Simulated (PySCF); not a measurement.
How the method moves the bond dissociation enthalpies of dichlorosilane

Structure: `Cl[SiH2]Cl` (Cl2H2Si). Non-hydrogen atoms are numbered in `[Cl:1][SiH2:2][Cl:3]`.

All levels share the PBE0-D3(BJ)/def2-SVP structures and the PBE0-D3(BJ)/def2-SVP thermal terms; only the single-point energies (PySCF) change. Values are bond dissociation enthalpies (298 K, kJ/mol).

| level | Si2–H | Cl1–Si2 | time |
| --- | --- | --- | --- |
| HF/6-31G | 266 | 225 | 0.79 s |
| OPBE/6-311+G** | 348 | 423 | 9.5 s |
| OPBE/pcseg-2 (grid 2) | 351 | 438 | 11 s |
| M06-2X/def2-TZVP | 371 | 459 | – |

Times are wall times for all single points of a level on 1 thread of Arm Neoverse V2, a shared host; the dash marks the run that also made the structures. OPBE ran on a slower path of this set-up, which computes the density-fitting integrals anew in every SCF cycle while the other levels store them. So the times needn't show the usual order of cost, and those levels read slower than they are.

Hartree-Fock leaves out electron correlation, so its bond energies come out too low, often by 100 kJ/mol or more.

The widest spread is that of Cl1–Si2: 234 kJ/mol, from 225 to 459.

Caveats: spin-orbit coupling is left out of the energies, which matters for open shells on the heavier atoms.
